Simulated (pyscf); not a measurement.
HO–SiH₂–F (SMILES O[SiH2]F) + NH₃ (SMILES N) → H₂N–SiH₂–OH (SMILES N[SiH2]O) + HF (SMILES F), a four-centre exchange (singlet surface; F–Si, H–N broken, N–Si, F–H formed). PySCF, gas phase, ωB97X-D3(BJ)/def2-SVP geometries. Correlated levels are frozen-core, on RHF or UHF. ΔMP2 is the change of the MP2 total energy from the triple- to the quadruple-zeta basis. Energies in kcal/mol from the separated reactants.

Small-basis levels: PySCF, no dispersion term, spherical d functions. AM1 to PM7: differences of heats of formation from MOPAC. GFN2-xTB: tblite. Cost: rough CPU time at the saddle relative to B3LYP/6-31G*, from one job on a shared machine.

| level | barrier | reaction energy | cost |
|---|---|---|---|
| HF/STO-3G | 46.0 | +14.0 | 0.05 |
| SVWN5/6-31G* | [?] | +27.3 | 1 |
| B3LYP/6-31G* | [?] | +30.9 | 1 |
| M06-2X/6-31G* | 21.7 | +27.7 | 3 |
| GFN2-xTB | 29.9 | +32.3 | under 0.02 |
| PM3 | 58.7 | +15.9 | under 0.02 |
| PM6 | 43.2 | +17.3 | under 0.02 |
| CCSD(T)/def2-TZVPP + ΔMP2(QZVPP) | [?] | +21.0 | – |

Q: What belongs in the gaps?

A: 
- SVWN5/6-31G*, barrier: 3.2
- B3LYP/6-31G*, barrier: 23.7
- CCSD(T)/def2-TZVPP + ΔMP2(QZVPP), barrier: 26.4

Against the last row the barrier runs from -23.2 (SVWN5/6-31G*) to +32.3 kcal/mol (PM3); B3LYP/6-31G* happens to lie closest here (2.7 kcal/mol apart). At SVWN5/6-31G*, B3LYP/6-31G*, M06-2X/6-31G*, GFN2-xTB this geometry lies under one side, so the entry may be no barrier of that level: it is a single point on another level's saddle. CCSD(T)/def2-TZVPP + ΔMP2(QZVPP) has limits of its own. On the reactant side the descent ends in an adduct with a N–Si contact (not fully relaxed), 4.6 kcal/mol over the separated species and 18.4 kcal/mol under the saddle at ωB97X-D3(BJ)/def2-TZVP. On the product side the descent ends in a bound adduct, 12.7 kcal/mol under the separated species and 14.5 kcal/mol under the saddle at ωB97X-D3(BJ)/def2-TZVP. What is counted as formed (N–Si) is already present as a longer contact in the reactant adduct; forming that adduct is a step of its own. At ωB97X-D3(BJ) the barrier from the zero used here is 22.9 kcal/mol. This is the saddle that the search found; another between the same sides may lie lower. The CCSD(T) − MP2 part came from Ansatz, without density fitting, on the same reference.
